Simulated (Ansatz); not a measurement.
# BSiCl (triplet): from Hartree-Fock to the top rungs, def2-TZVPP

One table from this session's results is given with a row withheld; the runs are named, their logs left out.

Method: def2-TZVPP, core rule «outside noble gas», up to 11 orbitals frozen; program: Ansatz 0.2.0, Gaussian basis.

The runs, in order: UHF; ROHF; CCSD(T) on UHF.

2 further runs of the same task are left out: 2 set aside as unsound or not needed.

### What is computed

The geometry is a PBE0/def2-TZVP stationary point (not a proven minimum).

3 atoms, charge 0, spin multiplicity 3.

Atoms are counted from 1 here; the program's logs count them from 0.

Bond lengths: B1–Si2 1.881 Å, B1–Cl3 1.690 Å. Angles: Si2–B1–Cl3 180.0°.

Set-up of the first run:

in.yaml reads:

```yaml
crystal:
  periodic: [false, false, false]
  atoms:
    - {symbol: B, position_ang: [0.000000, 0.000000, 0.063696]}
    - {symbol: Si, position_ang: [0.000000, 0.000000, -1.817242]}
    - {symbol: Cl, position_ang: [0.000000, 0.000000, 1.753546]}
basis:
  gaussian: {orbitals: def2-TZVPP}
magnetization: {spin_polarized: true, initial_magnetization: 2}
hamiltonian: {xc: hf}
output: {orbitals: {seedname: orbitals}}
```

Run with:

```
ansatz run in.yaml --threads 1 --pin off --events-out ev --progress --plain --max-ram 4096MiB --backend cpu
```

Among the steps run: UHF; ROHF; CCSD(T) on UHF.

One table of the session follows, with a row left open; its other results are not shown here.

```
  method  from UCCSD(T) (meV)
    ROHF             +10972.7
     UHF                    ?
    UMP2              +1540.1
   UCCSD               +539.8
UCCSD(T)                    0
```

**Question.** Estimate the row for UHF.

**Answer.** from UCCSD(T) (meV): +10842.9. In the column «from UCCSD(T) (meV)» it lies between UMP2 (+1540.1) and ROHF (+10972.7).

With the free atoms at the same levels and basis (separate runs), the atomisation energy is 8.021 eV at UCCSD(T), 6.413 eV at ROHF.
